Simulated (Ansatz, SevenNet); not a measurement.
Elastic constant C44 (GPa) of solids drawn from the class of elemental solids other than molecular ones, at two levels: the machine-learned potential SevenNet-0 (trained on PBE and PBE+U data), and PBE (plane waves, PAW; Ansatz, a program for electronic structure).

```csv
solid,SevenNet-0,PBE,shift (%)
fcc Pb,7.29,16.6,+128
bcc Li,9.64,11.6,+20
hcp Lu,14.2,30.7,+116
hcp Zn,7.03,32.1,+357
fcc Au,8.67,30.3,+249
diamond-structure Si,57.9,74.2,+28
hcp Re,37.4,161,+330
fcc Pd,72.9,60.7,-16.7
fcc Ca,9.49,14.6,+54
double-hcp La,4.08,14.8,+263
```

The shifts run from -16.7 % to +357 %, with a median of +122 %.

Over all 10 rows PBE is the larger in 9.

Ansatz's runs of these crystals have no spin polarisation.

Spin–orbit coupling is left out, also for the solids with elements from indium on (fcc Pb, hcp Lu, fcc Au, hcp Re, double-hcp La); its size isn't shown.

Each level is taken at its own relaxed cell. Ansatz's density-functional and Hartree–Fock values are scalar-relativistic unless marked +SOC, with PAW data made under PBE.
